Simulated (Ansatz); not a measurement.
## B (model structure, started from the graphite type, P6₃/mmc, No. 194, 4 atoms in the cell): properties by level of theory

```json
[
 {"level (code)": "PBE (Ansatz)", "lattice constant a (Å)": "2.994", "lattice parameter c (Å)": "4.044"},
 {"level (code)": "PBEsol (Ansatz)", "lattice constant a (Å)": "2.987", "lattice parameter c (Å)": "3.966"},
 {"level (code)": "PBE-D3(BJ) (Ansatz)", "lattice constant a (Å)": "2.977", "lattice parameter c (Å)": "3.970"}
]
```

Ansatz's density-functional and Hartree–Fock values are scalar-relativistic unless marked +SOC, with PAW data made under PBE.

Static lattice: no zero-point or thermal effects.

A model structure was made by putting elements into a prototype or built by hand; it is no filed structure, need not be a known phase, and can be a saddle point held by its symmetry.

Ansatz is an electronic-structure program.
